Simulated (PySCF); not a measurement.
**LiMg⁻: one state, many levels of theory**

State: ¹Σ⁺ (singlet), closed shell. Set-up: Li aug-pcseg-1, Mg aug-pcseg-1; no relativity (PySCF 2.14). De refers to Li⁻ + Mg in their ground configurations, without counterpoise correction. A positive dipole points towards Mg; it is taken about the centre of mass and depends on that origin. Levels whose curve was spin-contaminated or gave no clean fit are not listed.

| Level | Re (Å) | ωe (cm⁻¹) | De (eV) | μ (D) | CPU s a point (SCF and correlation, without the integrals) |
| --- | --- | --- | --- | --- | --- |
| RHF-MP2 | 3.806 | 79.5 | n/a | n/a | 0.025 |
| PBE | 3.399 | 146 | 0.425 | 7.36 | 0.25 |
| PW91 | 3.396 | 147 | 0.434 | 7.25 | 0.21 |
| TPSS | 3.414 | 146 | 0.413 | 7.17 | 0.4 |
| r²SCAN | 3.426 | 147 | n/a | 7.51 | 0.37 |
| PBE0 | 3.450 | 139 | 0.374 | 7.44 | 0.41 |
| BHandHLYP | 3.597 | 107 | n/a | 8.41 | 0.2 |
| CAM-B3LYP | 3.605 | 106 | 0.187 | 8.53 | 0.35 |

The bond length runs from 3.396 Å (PW91) to 3.806 Å (RHF-MP2). De spans 0.19 eV (CAM-B3LYP, range-separated hybrid) to 0.43 eV (PW91, GGA).

Correlated steps freeze 1 core orbital. Closed-shell solutions of metal pairs were not tested for spin polarisation, which can lower them a little. For an ion De counts to the pair picked by the measured ionisation energies or electron affinities, which need not be the lowest pair at this level. The highest Kohn–Sham level is positive in this anion. Much of that is self-interaction error, but it also means that the finite basis helps to hold the extra electron.

The whole job (state search and all levels along the bond) took about 0.78 min on 1 thread of Arm Neoverse V1 (shared host), peak memory 0.37 GiB.
